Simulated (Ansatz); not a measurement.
**CH4O (triplet): from Hartree-Fock to the top rungs at distance C1–H5 along a hydrogen transfer = 1.234 Å, cc-pVDZ**

An exercise on one series of results from a longer session: the logs are not shown, and one member is left open.

Computed with Ansatz 0.2.0, Gaussian basis. Level: cc-pVDZ, core rule «outside noble gas», up to 2 orbitals frozen.

To be run: UHF; CCSD(T) on ROHF; CCSD(T) on UHF; BCCD(T) on ROHF; CISD; CCSDT(Q) on ROHF; CCSDT(Q) on UHF; CASSCF and MRCISD+Q, 4 electrons in 4 orbitals; CASSCF and NEVPT2, 4 electrons in 4 orbitals.

7 further runs of the same task are left out: 1 for a mislabelled method, 5 that didn't finish, 1 set aside as unsound or not needed.

## The geometry

The geometry derives from fragments relaxed apart (PBE0/def2-TZVP) and kept rigid, so it is no stationary point. A hydrogen atom is moved between rigid fragments.

6 atoms, charge 0, spin multiplicity 3.

Atoms are counted from 1 here; the program's logs count them from 0.

Bond lengths: C1–H2 1.090 Å, C1–H3 1.090 Å, C1–H4 1.090 Å, C1–H5 1.234 Å, H5–O6 1.099 Å. Angles: H2–C1–H3 109.5°, H2–C1–H4 109.5°, H2–C1–H5 109.5°, H3–C1–H4 109.5°, H3–C1–H5 109.5°, H4–C1–H5 109.5°, C1–H5–O6 180.0°.

Geometry (Å):

```
C    -1.1695    0.0000    0.0000
H    -1.5327    1.0273    0.0000
H    -1.5327   -0.5137    0.8897
H    -1.5327   -0.5137   -0.8897
H     0.0645    0.0000    0.0000
O     1.1635    0.0000    0.0000
```

The first run:

in.yaml

```yaml
crystal:
  periodic: [false, false, false]
  atoms:
    - {symbol: C, position_ang: [-1.169474, 0.000000, 0.000000]}
    - {symbol: H, position_ang: [-1.532680, 1.027301, 0.000000]}
    - {symbol: H, position_ang: [-1.532680, -0.513650, 0.889668]}
    - {symbol: H, position_ang: [-1.532680, -0.513650, -0.889669]}
    - {symbol: H, position_ang: [0.064526, 0.000000, 0.000000]}
    - {symbol: O, position_ang: [1.163526, 0.000000, 0.000000]}
basis:
  gaussian: {orbitals: cc-pVDZ}
magnetization: {spin_polarized: true, initial_magnetization: 2}
hamiltonian: {xc: hf}
output: {orbitals: {seedname: orbitals}}
```

Started as:

```
$ ansatz run in.yaml --threads 1 --pin off --events-out ev --progress --plain --max-ram 2393MiB
```

Steps of the session up to this table: UHF; CCSD(T) on ROHF; CCSD(T) on UHF; BCCD(T) on ROHF; CISD; CCSDT(Q) on ROHF; CCSDT(Q) on UHF; CASSCF and MRCISD+Q, 4 electrons in 4 orbitals; CASSCF and NEVPT2, 4 electrons in 4 orbitals.

One of the session's tables, all rows but one given; the rest of the session is left out.

| method | from UCCSDT(Q) (kcal/mol) |
| --- | --- |
| ROHF | +220.05 |
| UHF | +209.97 |
| RMP2 | +25.04 |
| UMP2 | ? |
| CISD | +21.39 |
| RCCSD | +5.05 |
| UCCSD | +4.76 |
| RCCSD(T) | +0.76 |
| UCCSD(T) | +0.74 |
| BCCD(T) | +0.76 |
| RCCSDT | +0.33 |
| UCCSDT | +0.29 |
| RCCSDT(Q) | +0.03 |
| UCCSDT(Q) | 0 |
| CASSCF pair | +200.99 |
| NEVPT2 pair | +26.73 |
| MRCISD pair | +18.67 |
| MRCISD+Q pair | +2.28 |

Q: Estimate the row for UMP2 from the others.

The run gave: from UCCSDT(Q) (kcal/mol): +28.26. In the column «from UCCSDT(Q) (kcal/mol)» it lies between NEVPT2 pair (+26.73) and CASSCF pair (+200.99).

Caveats from the session: Restricted and unrestricted rows rest on different reference determinants; where their highest levels disagree by more than a few hundredths of an eV, they describe different states and don't form one ladder.
